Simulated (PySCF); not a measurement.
C4H5P.
Atom-mapped SMILES: `[cH:1]1[cH:2][cH:3][pH:4][cH:5]1` (hydrogens: H6 on C1; H7 on C2; H8 on C3; H9 on P4; H10 on C5)

Geometry (PBE0-D3(BJ)/def2-SVP, Å), atoms numbered from 1 in this order:
```xyz
10
C4H5P angstrom
C     -0.3597   -1.0373    0.2928
C      0.9990   -0.5990    0.0198
C      1.0979    0.7014   -0.3570
P     -0.5484    1.3963   -0.6010
C     -1.3005   -0.0728    0.1259
H     -0.5894   -2.0609    0.6014
H      1.8567   -1.2710    0.1108
H      2.0281    1.2091   -0.6166
H     -0.6332    2.3300    0.4746
H     -2.3731   -0.2130    0.2678
```

Method: core-valence-separated Tamm–Dancoff BHandHLYP/aug-pcX-1 (pcseg-1 on H, def2-SVPD on P) in PySCF, non-relativistic, gas phase, PBE0-D3(BJ)/def2-SVP geometry.

Computed carbon K-edge spectrum, Gaussian lines of 0.8 eV full width, highest printed point 100; it ends one width below the last computed root. Absolute energies from this functional tend to lie a few eV below measured edges; no shift was applied.

```tsv
photon energy (eV)	absorption
281.3	0
281.4	1
281.5	3
281.6	5
281.7	10
281.8	17
281.9	27
282.0	39
282.1	54
282.2	69
282.3	83
282.4	94
282.5	100
282.6	100
282.7	95
282.8	84
282.9	70
283.0	55
283.1	40
283.2	27
283.3	17
283.4	10
283.5	5
283.6	3
283.7	1
283.8	0
283.9	0
284.0	0
284.1	0
284.2	0
284.3	0
284.4	0
284.5	0
284.6	0
284.7	0
284.8	0
284.9	1
285.0	1
285.1	3
285.2	6
285.3	10
285.4	16
285.5	26
285.6	37
285.7	50
285.8	62
285.9	72
286.0	78
286.1	79
286.2	74
286.3	64
286.4	53
286.5	42
```

Where are the maxima, and which lines make them up?

2 maxima:
- 282.6 eV: C1/C2 (unsaturated ring CH carbon), 282.75 eV, f = 0.108, sum of 2, 51 % of the height at the exact maximum; C3/C5 (unsaturated ring CH carbon), 282.35 eV, f = 0.106, sum of 2, 49 % of the height at the exact maximum
- 286.1 eV: C3/C5 (unsaturated ring CH carbon), 286.14 eV, f = 0.068, sum of 2, 46 % of the height at the exact maximum; C1/C2 (unsaturated ring CH carbon), 286.03 eV, f = 0.030, sum of 2, 21 % of the height at the exact maximum; C3/C5 (unsaturated ring CH carbon), 285.81 eV, f = 0.032, sum of 2, 17 % of the height at the exact maximum; C1/C2 (unsaturated ring CH carbon), 286.09 eV, f = 0.021, sum of 2, 15 % of the height at the exact maximum

Roots within 0.03 eV on the same or equivalent atoms count as one line; shares under 12 % aren't listed.

Vibrational structure and lifetime widths aren't in the curve. The ionisation threshold wasn't computed; near and above it a finite basis only mimics Rydberg series and continuum.

Hardware: x86-64 server, one thread, no GPU, on a shared host. Cost: 7.6 s wall.
